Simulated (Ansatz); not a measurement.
Molecule (SMILES): [C-]#[NH+] (C-NH).
Atoms: C1, N2, H3. Bonds: C1-N2, N2-H3.

Basis-set convergence of the harmonic zero-point energy at HF with Ansatz (a first-principles code). Each level at its own minimum, finite differences of forces, unscaled; the reference is a large set that could be run, not a limit. Cartesian d functions, on some or all atoms, in 6-31+G*; all else is spherical. The program fits the integrals of some runs and decomposes those of others, by size. Core-valence sets carry the plain set on hydrogen. No added dispersion term, no relativity. Reference: the value in def2-QZVPPD, 10.60 kcal/mol. Deviations are taken from unrounded values.

```json
[
 {"basis": "3-21G", "functions": "20", "harmonic zero-point energy (kcal/mol)": "11.02", "minus reference (kcal/mol)": "0.42"},
 {"basis": "6-31+G*", "functions": "40", "harmonic zero-point energy (kcal/mol)": "10.67", "minus reference (kcal/mol)": "0.07"},
 {"basis": "6-311++G(2d,2p)", "functions": "64", "harmonic zero-point energy (kcal/mol)": "10.43", "minus reference (kcal/mol)": "-0.17"},
 {"basis": "def2-TZVP", "functions": "68", "harmonic zero-point energy (kcal/mol)": "10.59", "minus reference (kcal/mol)": "-0.01"},
 {"basis": "cc-pVTZ", "functions": "74", "harmonic zero-point energy (kcal/mol)": "10.62", "minus reference (kcal/mol)": "0.02"},
 {"basis": "cc-pCVTZ", "functions": "100", "harmonic zero-point energy (kcal/mol)": "10.61", "minus reference (kcal/mol)": "0.01"},
 {"basis": "cc-pVQZ", "functions": "140", "harmonic zero-point energy (kcal/mol)": "10.60", "minus reference (kcal/mol)": "0.00"},
 {"basis": "pcseg-3", "functions": "153", "harmonic zero-point energy (kcal/mol)": "10.61", "minus reference (kcal/mol)": "0.02"},
 {"basis": "def2-QZVPPD", "functions": "159", "harmonic zero-point energy (kcal/mol)": "10.60", "minus reference (kcal/mol)": "0.00"}
]
```

The smallest set listed that lies within 0.1 kcal/mol of the reference with all its larger relatives (same family, alike in diffuse functions; a set with none counts only in the reference's own line) is def2-TZVP (68 functions, -0.01 kcal/mol off). Inside the window by cancellation, since a larger relative falls out: 6-31+G*. Inside, with no larger relative to test it: cc-pCVTZ, pcseg-3. (Relatives not listed, tested too: 6-311+G** 0.05, def2-TZVPP 0.02, 6-311++G(3df,3pd) -0.04, def2-QZVP 0.01, def2-QZVPP 0.01 kcal/mol.)
